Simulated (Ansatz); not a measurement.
## Down a group: atomization energies of HBF, HBCl

Ansatz 0.2.0, functionals in def2-QZVPP, HF, MP2 and coupled cluster extrapolated from def2-TZVPP and def2-QZVPP (exp(−7.88 √X), X^−2.97); geometries are PBE0/def2-TZVP minima. Wave-function levels freeze the cores; HF, MP2 and coupled cluster are restricted for singlets and unrestricted otherwise, atoms included (their steps beyond CCSDT(Q) come from restricted open-shell runs), Kohn–Sham unrestricted where that lies lower. The best estimate adds to that CCSD(T) limit the step from CCSD(T) to the highest level run in a smaller set (CCSDT(Q)/cc-pVDZ, CCSDT(Q)/cc-pVTZ). It lacks core correlation, which semilocal and hybrid functionals hold and which counts in their errors here, (a few kJ/mol in atomization energies of light atoms) is good to about 1 kcal/mol where the step is under 0.06 eV, as here, and is no measured value. An error is the level's value less this estimate. Energies are electronic, without zero-point terms. No spin–orbit coupling and no scalar relativity. B2PLYP's MP2 part freezes the cores and isn't at its limit in this set. CCSD(T)'s error is that step with its sign reversed, by construction, and steps from double-zeta sets run high. The species are chosen: bound, without strong static correlation by their natural occupations or amplitudes, in their lowest spin state as far as vertical gaps and like structures tell, and with a ladder that closes on the reference, so errors are smaller than for species at large; levels whose determinant breaks symmetry or spin markedly are left out.

```csv
species,bonds (Å),quantity,symmetry of the states,reference,value (kcal/mol),error MP2,error CCSD(T),error PBE,error B3LYP,error B2PLYP
"HBF, doublet","B–F 1.301, B–H 1.206, angle at B 121°",atomization,A',limit + step to CCSDT(Q)/cc-pVDZ,232.8,10.1,-0.3,9.4,3.6,3.5
"HBCl, doublet","B–Cl 1.710, B–H 1.193, angle at B 124°",atomization,A',limit + step to CCSDT(Q)/cc-pVTZ,188.2,7.0,-0.2,8.6,1.9,2.2
```

The reference falls from F to Cl, by 44.6 kcal/mol in all.
